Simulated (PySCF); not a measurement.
# CH$_{3}$, SMILES `[CH3]` (charge 0, multiplicity 2)

Level of theory: ωB97X-D3(BJ)/def2-TZVP // B3LYP-D3(BJ)/def2-TZVP in PySCF.

The highest occupied spin orbital is -9.18 eV, the dipole moment is 0.00 D and the total energy is -1085.05 eV. The cost comes out as about 5 core-seconds (a rough figure).

```xyz
4

C      0.0000     0.0000    -0.0001
H      1.0701    -0.1385    -0.0012
H     -0.6550    -0.8575     0.0021
H     -0.4151     0.9960    -0.0008
```
Charge 0, spin multiplicity 2.
